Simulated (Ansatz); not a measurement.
Conformers of C₅H₁₀ (`C=CCCC`), each relaxed with PBE0-D4/def2-TZVP in Ansatz. CBS adds the triple-zeta coupled-cluster correction to the MP2 limit.

Not all of them had a frequency check.

Conformer A:

Cartesian coordinates in Å:
```
C -0.847 1.993 -1.524
C -1.075 1.071 -0.599
C -0.310 -0.200 -0.445
C 0.383 -0.313 0.910
C 1.121 -1.629 1.081
H -1.434 2.902 -1.578
H -0.063 1.868 -2.265
H -1.869 1.239 0.126
H -0.994 -1.051 -0.558
H 0.430 -0.285 -1.248
H -0.362 -0.200 1.706
H 1.079 0.524 1.024
H 1.613 -1.689 2.055
H 1.890 -1.752 0.313
H 0.437 -2.479 1.000
```

Conformer B:

```xyz
15

C    -1.228    1.582    1.437
C    -0.851    0.946    0.336
C    -0.696   -0.534    0.219
C     0.742   -0.985   -0.044
C     1.310   -0.499   -1.367
H    -1.467    1.041    2.348
H    -1.316    2.662    1.470
H    -0.627    1.533   -0.553
H    -1.063   -1.005    1.136
H    -1.330   -0.899   -0.600
H     0.769   -2.079   -0.020
H     1.377   -0.641    0.779
H     1.378    0.591   -1.404
H     0.685   -0.821   -2.206
H     2.315   -0.894   -1.533
```

Q: Which is lowest in electronic energy at CCSD(T)/CBS (frozen core, def2 sets), and by how much? (Best estimate.)

A: The calculation gave: A; B lies 2.6 kJ/mol higher.

Q: Give the energies relative to A (kJ/mol) with PBE-D4/def2-TZVPP, r2SCAN-D4/def2-TZVPP, r2SCAN/def2-TZVPP, HF/def2-TZVPP, MP2/def2-TZVPP, SCS-MP2/def2-QZVPP, CCSD/CBS(def2). (An estimate is asked.)

A: Computed: 
```tsv
level	B
PBE-D4/def2-TZVPP	2.5
r2SCAN-D4/def2-TZVPP	3.0
r2SCAN/def2-TZVPP	3.3
HF/def2-TZVPP	4.5
MP2/def2-TZVPP	2.2
SCS-MP2/def2-QZVPP	2.6
CCSD/CBS(def2)	2.8
```
